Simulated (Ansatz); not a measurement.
# SiO₂ (quintet): from Hartree-Fock to the top rungs, def2-TZVPP

The task here is to estimate one member of a computed series from the others.

The runs use Ansatz 0.2.0, Gaussian basis; def2-TZVPP, core rule «outside noble gas», up to 7 orbitals frozen.

To be run: UHF; ROHF; CCSD(T) on UHF.

2 further runs of the same task are left out: 2 set aside as unsound or not needed.

## What is computed

The geometry is a PBE0/def2-TZVP stationary point (not a proven minimum) of the parent state, kept for this charge and spin.

3 atoms, charge 0, spin multiplicity 5.

Atoms are counted from 1 here; the program's logs count them from 0.

Bond lengths: Si1–O2 1.578 Å, Si1–O3 1.578 Å. Angles: O2–Si1–O3 111.8°.

Coordinates:

```
Si    0.0000   -0.4712    0.0000
O     0.0000    0.4136   -1.3065
O     0.0000    0.4136    1.3065
```

The first run:

in.yaml reads:

```yaml
crystal:
  periodic: [false, false, false]
  atoms:
    - {symbol: Si, position_ang: [0.000000, -0.471221, 0.000000]}
    - {symbol: O, position_ang: [0.000000, 0.413593, -1.306543]}
    - {symbol: O, position_ang: [0.000000, 0.413593, 1.306543]}
basis:
  gaussian: {orbitals: def2-TZVPP}
magnetization: {spin_polarized: true, initial_magnetization: 4}
hamiltonian: {xc: hf}
output: {orbitals: {seedname: orbitals}}
```

Started as:

```sh
$ ansatz run in.yaml --threads 1 --pin off --events-out ev --progress --plain --max-ram 4096MiB --backend cpu
```

Steps of the session up to this table: UHF; ROHF; CCSD(T) on UHF.

One table of the session follows, with a row left open; its other results are not shown here.

It belongs to the step «Misses and costs». 

```
  method  from UCCSD(T) (kJ/mol)
    ROHF                 +1264.6
     UHF                 +1234.7
    UMP2                  +123.6
   UCCSD                       ?
UCCSD(T)                       0
```

**Question.** Estimate the row for UCCSD.

**Answer.** from UCCSD(T) (kJ/mol): +40.7. In the column «from UCCSD(T) (kJ/mol)» it lies between UCCSD(T) (0) and UMP2 (+123.6).
